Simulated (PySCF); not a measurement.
C₅H₁₀F (doublet state).
Z-matrix (Å and degrees, GFN2-xTB geometry), rows numbered from 1:
```
C 
C   1  1.4701
C   2  1.5436  1  112.64
C   3  1.5248  2  110.73  1    67.02
C   3  1.5251  2  110.40  1  -171.08
F   5  1.3753  3  110.72  2    64.99
H   1  1.0729  2  119.94  3    49.39
H   1  1.0710  2  121.41  3  -134.70
H   2  1.1012  1  110.00  3  -118.74
H   2  1.0923  1  110.55  3   122.80
H   3  1.0948  2  108.37  1   -52.93
H   4  1.0876  3  110.97  2  -176.88
H   4  1.0869  3  109.58  2   -56.69
H   4  1.0881  3  110.52  2    62.74
H   5  1.0954  3  111.52  2   -53.53
H   5  1.0953  3  111.41  2  -176.67
```

The hyperfine couplings belong to this conformer and change with its torsions.

As a line formula: `FC[C@H](C)C[CH2]` [radical].

Computed, not measured: UKS B3LYP, pcH-1 on C F H, non-relativistic, mean-field spin-orbit, GIAO (PySCF 2.14.0). The structure is a single GFN2-xTB conformer in the gas phase; no vibrational or solvent corrections. The geometry wasn't refined by DFT: couplings that depend on bond lengths, twists or pyramidal angles can differ widely from those at the functional's own minimum. No stability test was run, so a lower SCF solution isn't excluded.

**Question.** The isotropic 13C couplings are +88.4, +40.3, -33.8, -1.5, +1.0 MHz. Assign them to C1; C2; C3; C4; C5.

**Answer.** 
```csv
site,a_iso (MHz),ρ(0) (bohr⁻³),position,distance from C1 (Å),spin population,largest |T| (MHz)
C1,+88.4,+0.0786,largest spin population,0.00,+1.08,162.0
C2,-33.8,-0.0301,1 bond from C1,1.47,-0.09,2.6
C3,+40.3,+0.0359,2 bonds from C1,2.51,+0.03,7.9
C4,+1.0,+0.0009,3 bonds from C1,3.06,+0.01,2.0
C5,-1.5,-0.0013,3 bonds from C1,3.83,0.00,1.1
```

ρ(0) is the spin density at the nucleus and T the dipolar tensor; entries for several nuclei are means. Largest spin populations (Mulliken): C1 (+1.08) and C2 (-0.09). C1 is the only atom above +0.15. The positive populations add up to 1.19 and the negative ones to -0.19, together 2S = 1. The angles at C1 add up to 359.9°, so it is planar; its axial dipolar tensor and the negative couplings of its protons fit spin in a p orbital normal to that plane.

The spin density at the nucleus, in bohr⁻³, is negative for C2 (-0.0301), H7/H8 (-0.0142) and C5 (-0.0013), for instance. A restricted open-shell determinant has no negative spin density anywhere; here it arises because α and β orbitals differ (spin polarisation).

Nuclei that the bonding pattern makes equivalent are averaged, as if the motion that swaps them (rotation, inversion, ring flip) were fast.
